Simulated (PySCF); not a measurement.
# [O2]− (superoxide): UMP2/cc-pVTZ

Wanted: a structure relaxation of [O2]− (superoxide). 

Program for the calculation: PySCF 2.14.0.

3 further runs of the same task are left out: 3 set aside as unsound or not needed.

## (1) The structure to begin with

The species is [O2]− (2 atoms), meant as a doublet with charge -1. As SMILES, `[O][O-]`. The shape is that of a GFN2-xTB optimisation. The run starts from this shape.

Bond lengths: O1–O2 1.341 Å.

## (2) A structure relaxation at UMP2/cc-pVTZ

start.xyz

```xyz
2

O      0.000000     0.000000     0.000000
O      0.000000     0.000000     1.341480
```

job.py

```python
from pyscf import gto, mp
from pyscf.geomopt.geometric_solver import kernel as optimise

system = gto.Mole()
system.atom = 'start.xyz'
system.verbose = 3
system.max_memory = 1860
system.spin = 1
system.charge = -1
system.basis = 'cc-pvtz'
system.build()

calc0 = system.UHF()
calc0.conv_tol = 1e-10
calc0.kernel()
if not calc0.converged:
    calc0 = calc0.newton().run(calc0.mo_coeff, calc0.mo_occ)
pt = mp.MP2(calc0, frozen=2).run()
converged, mol_eq = optimise(pt, maxsteps=60, convergence_set='GAU_TIGHT')
print('converged:', converged)
print(mol_eq.tostring())

calc0.reset(mol_eq)
system = mol_eq
calc0.kernel()
if not calc0.converged:
    calc0 = calc0.newton().run(calc0.mo_coeff, calc0.mo_occ)
pt = mp.MP2(calc0, frozen=2).run()
e_tot = pt.e_tot
print('E = %.10f Eh' % e_tot)
```

Command:

```sh
OMP_NUM_THREADS=1 python job.py
```

Log:

```text
converged SCF energy = -149.628896145687  <S^2> = 0.77357853  2S+1 = 2.0234412
E(UMP2) = -150.095958910475  E_corr = -0.467062764787316
E(SCS-UMP2) = -150.08107425833  E_corr = -0.452178112642104

convergence_set           GAU_TIGHT
[... 18 lines left out ...]
> Will converge when all 5 criteria are reached:
[... 15 lines left out ...]
converged SCF energy = -149.628896145688  <S^2> = 0.77357853  2S+1 = 2.0234412
[... 16 lines left out ...]
converged SCF energy = -149.627033067134  <S^2> = 0.77419041  2S+1 = 2.0240459
[... 33 lines left out ...]
converged SCF energy = -149.626023977891  <S^2> = 0.77446951  2S+1 = 2.0243216
[... 27 lines left out ...]
Converged! =D
[... 1 line left out ...]
converged: True
O           0.00000000        0.00000000       -0.01246673
O          -0.00000000       -0.00000000        1.35394673
converged SCF energy = -149.626021747135  <S^2> = 0.7744703  2S+1 = 2.0243224
E(UMP2) = -150.096378407943  E_corr = -0.470356660807692
E(SCS-UMP2) = -150.081348421796  E_corr = -0.455326674660968
E = -150.0963784079 Eh
```

Wall time 13 s (1 thread of Arm Neoverse V1, shared host); peak memory 0.34 GiB.

The path in brief:

```
step  energy from the first frame kept (eV)  largest force (eV/Å)
   0                                 0.0000                0.9418
   1                                -0.0103                0.2813
   2                                -0.0114                0.0221
   3                                -0.0114                0.0006
   4                                -0.0114                0.0000
```

After the run. Bond lengths: O1–O2 1.366 Å.

## (3) Results

At UMP2/cc-pVTZ, 2 core orbitals frozen:

| quantity | value |
| --- | --- |
| total energy at the end | -150.09638 Eh |
| HOMO energy (Hartree–Fock orbitals) (highest over α and β) | -1.89 eV |
| LUMO energy (Hartree–Fock orbitals) (lowest over α and β) | 11.88 eV |
| correlation energy (2 core orbitals frozen) | -470.4 mEh |
| bond length | 1.366 Å |
| ⟨S²⟩ of the reference determinant | 0.774 |

What this shows: At the final geometry: Bond lengths: O1–O2 1.366 Å. The optimisation took 4 steps and changed the energy by -0.011 eV.
